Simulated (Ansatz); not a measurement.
BHS (`B=S`) at its PBE0-D4/def2-TZVP geometry, where that method's forces vanish. Charge 0, multiplicity 1.

```xyz
3

B    -0.1025    0.0942   -0.0221
S     1.0592   -0.9738    0.2285
H    -0.9567    0.8796   -0.2064
```

Question: What forces (eV/Å) does ωB97M-V/def2-TZVPP give on these atoms in the Gaussian-basis code of Ansatz? (Estimate.)

Answer: Computed: 
```
B1   0.017 -0.015  0.003
S2  -0.150  0.138 -0.032
H3   0.134 -0.123  0.029
```
